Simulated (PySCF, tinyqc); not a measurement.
G0W0 on RHF in the sto-3g basis, for LiH, spin multiplicity 1, step by step. The lowest restricted solution is unstable here: a spin-polarised one lies 0.0070 hartree lower (PySCF). One step of it, computed by the program tinyqc.

Problem. G0W0 on Hartree-Fock: LUMO. W(p,q,m) = sqrt2 sum_ia (pq|ia) (X+Y)_ia,m; Sigma_c(x) = sum_(i,m) W^2/(x - e_i + w_m) + sum_(a,m) W^2/(x - e_a - w_m); solve x = e_p + Sigma_c(x) by Newton steps; Z = 1/(1 - dSigma/dx); 1 hartree = 27.211386 eV.

orbital energies (hartree): MO1 -2.368980, MO2 -0.230059, MO3 0.069603, MO4 0.159633, MO5 0.159633, MO6 0.372107

Two-electron integrals over orbitals (pq|rs), unique and non-zero (hartree):
```
(11|11) 1.659356    (21|11) -0.097869   (21|21) 0.009965    (22|11) 0.307763
(22|21) 0.002402    (22|22) 0.445075    (31|11) -0.142088   (31|21) 0.010661
(31|22) -0.010684   (31|31) 0.022037    (32|11) 0.031077    (32|21) -0.002525
(32|22) -0.061989   (32|31) -0.000296   (32|32) 0.023822    (33|11) 0.389742
(33|21) -0.008612   (33|22) 0.212438    (33|31) 0.000747    (33|32) 0.015638
(33|33) 0.326053    (41|41) 0.009804    (42|41) 0.007270    (42|42) 0.021023
(43|41) 0.010404    (43|42) 0.020621    (43|43) 0.041391    (44|11) 0.396343
(44|21) -0.003546   (44|22) 0.241107    (44|31) -0.005071   (44|32) 0.015464
(44|33) 0.278899    (44|44) 0.312946    (51|51) 0.009804    (52|51) 0.007270
(52|52) 0.021023    (53|51) 0.010404    (53|52) 0.020621    (53|53) 0.041391
(54|54) 0.016869    (55|11) 0.396343    (55|21) -0.003546   (55|22) 0.241107
(55|31) -0.005071   (55|32) 0.015464    (55|33) 0.278899    (55|44) 0.279207
(55|55) 0.312946    (61|11) 0.068020    (61|21) -0.008997   (61|22) -0.007247
(61|31) -0.004431   (61|32) 0.002817    (61|33) 0.011691    (61|44) 0.001617
(61|55) 0.001617    (61|61) 0.010708    (62|11) -0.082895   (62|21) 0.001271
(62|22) 0.106152    (62|31) 0.004397    (62|32) -0.047015   (62|33) -0.018137
(62|44) -0.039369   (62|55) -0.039369   (62|61) 0.001194    (62|62) 0.131482
(63|11) 0.025051    (63|21) -0.002180   (63|22) -0.059934   (63|31) 0.003940
(63|32) 0.019684    (63|33) 0.036932    (63|44) 0.009311    (63|55) 0.009311
(63|61) 0.004559    (63|62) -0.041088   (63|63) 0.033004    (64|41) -0.005707
(64|42) -0.018114   (64|43) -0.011515   (64|64) 0.018960    (65|51) -0.005707
(65|52) -0.018114   (65|53) -0.011515   (65|65) 0.018960    (66|11) 0.349946
(66|21) 0.000601    (66|22) 0.416030    (66|31) -0.010495   (66|32) -0.050059
(66|33) 0.238842    (66|44) 0.256668    (66|55) 0.256668    (66|61) -0.005223
(66|62) 0.092079    (66|63) -0.046932   (66|66) 0.410476
```

excitation energies w (hartree): 0.327383  0.429532  0.429532  0.830884  2.481995  2.548170  2.548170  2.762681

X + Y:
```
             1          2          3          4          5          6         7          8
1>3  -0.000907   0.000000   0.000000  -0.006664   0.990728   0.000000  0.000000  -0.029251
1>4   0.000000  -0.010264   0.004232   0.000000   0.000000  -0.471116  0.877698   0.000000
1>5   0.000000  -0.004232  -0.010264   0.000000   0.000000   0.877698  0.471116   0.000000
1>6  -0.004222   0.000000   0.000000  -0.001267   0.032716   0.000000  0.000000   0.995600
2>3   0.947530   0.000000   0.000000  -0.083068  -0.000058   0.000000  0.000000   0.000446
2>4   0.000000   0.880571  -0.363074   0.000000   0.000000  -0.000846  0.001577   0.000000
2>5   0.000000   0.363074   0.880571   0.000000   0.000000   0.001577  0.000846   0.000000
2>6   0.187591   0.000000   0.000000   0.843120   0.001933   0.000000  0.000000   0.000360
```

Give: The 12 largest terms at x = e_p; Newton steps; quasiparticle energy of the LUMO; Hartree-Fock value.

Solution.

The 12 largest terms at x = e_p (hartree; W for the signs of X + Y given):

| q | m | W | term |
|---|---|---|---|
| 2 | 4 | -0.0589 | 0.0031 |
| 6 | 4 | -0.0513 | -0.0023 |
| 4 | 2 | 0.0255 | -0.0013 |
| 5 | 3 | 0.0255 | -0.0013 |
| 3 | 1 | 0.0161 | -0.0008 |
| 3 | 4 | -0.0235 | -0.0007 |
| 2 | 1 | 0.0194 | 0.0006 |
| 6 | 1 | 0.0154 | -3.79e-04 |
| 5 | 2 | 0.0105 | -2.13e-04 |
| 4 | 3 | -0.0105 | -2.13e-04 |
| 1 | 5 | 0.0307 | 1.91e-04 |
| 3 | 8 | 0.0164 | -9.77e-05 |

Newton steps (hartree):

| step | x | Sigma_c(x) | Z |
|---|---|---|---|
| 0 | 0.0696 | -0.0035 | 0.9849 |
| 1 | 0.0662 | -0.0034 | 0.9850 |
| 2 | 0.0662 | -0.0034 | 0.9850 |

quasiparticle energy of the LUMO = 1.8002 eV

Hartree-Fock value = 1.8940 eV
